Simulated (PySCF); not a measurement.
C₃H₅O₂ (charge +1).
InChI=1S/C3H5O2/c1-5-3-2-4/h3H2,1H3/q+1

Level of theory: MP2 and CCSD/aug-cc-pVDZ in PySCF, restricted Hartree–Fock reference, frozen core, non-relativistic, gas phase, PBE0-D3(BJ)/def2-SVP geometry.

E(HF) = -265.96192 Eh.

Problem. How large is the problem?

Solution. 160 basis functions and 38 electrons; 5 orbitals frozen, which leaves o = 14 correlated occupied and v = 141 virtual orbitals. That is o·v = 1974 singles and o·v(o·v + 1)/2 = 1949325 distinct closed-shell doubles amplitudes before symmetry; the costliest CCSD step grows as o²v⁴ = 7.7 × 10^10.

Problem. What are the MP2 and CCSD correlation energies?

Solution. MP2 -0.7869 Eh and CCSD -0.8190 Eh, which gives totals of -266.74881 and -266.78093 Eh. That is 0.796 eV for each correlated electron at CCSD (2150 kJ/mol in all, 0.307 % of the total energy); MP2 gives 96.1 % of the CCSD value.

Problem. What is the T1 diagnostic?

Solution. 0.0162, below the customary warning level of 0.02. It is the norm of the spatial-orbital singles amplitudes over the root of the number of correlated electrons, so the norm is 0.086.

No triples correction and no basis-set extrapolation were made.

The job also held the EOM ionisation roots. Hardware: an Arm Neoverse V2 with one thread, no GPU, shared host. Cost: 6.1 min, 2.9 GiB resident at most.

Conformer computed: `[CH3:1][O:2][CH2:3][C:4]#[O+:5]`: C1–O2–C3–C4 88°.

One conformer stands for the species.
